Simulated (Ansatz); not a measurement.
```yaml
crystal:
  periodic: [false, false, false]
  atoms:
    - {symbol: C, position_ang: [-2.188370, 1.173537, 0.033189]}
    - {symbol: C, position_ang: [-0.897966, 1.068648, 0.317397]}
    - {symbol: C, position_ang: [-0.132344, -0.126521, -0.095919]}
    - {symbol: O, position_ang: [-0.573055, -1.071647, -0.696448]}
    - {symbol: O, position_ang: [1.147594, -0.025727, 0.290734]}
    - {symbol: C, position_ang: [1.973022, -1.129838, -0.060321]}
    - {symbol: H, position_ang: [-2.692477, 0.379405, -0.506643]}
    - {symbol: H, position_ang: [-2.765582, 2.041429, 0.327697]}
    - {symbol: H, position_ang: [-0.356094, 1.838216, 0.854593]}
    - {symbol: H, position_ang: [1.998269, -1.261171, -1.143101]}
    - {symbol: H, position_ang: [2.964859, -0.893264, 0.318322]}
    - {symbol: H, position_ang: [1.599146, -2.048365, 0.394499]}
basis:
  gaussian: {orbitals: LANL2DZ, final_grid: {core_spheres: 8, valence_spheres: 7, degree: 23}, point_charges: [{charge: 0.50, position_ang: [6.711, -0.064, -0.839]}]}
hamiltonian: {xc: {name: SPW92}}
```

```sh
$ ansatz run in.yaml --threads 4 --pin off --events-out ev --progress --plain --max-ram 10444MiB
```

Q: How does Ansatz answer? (Estimate.)

A: Computed: The input was rejected before any iteration.
```
Error: <dir> can't be read: No such file or directory (os error 2)
```
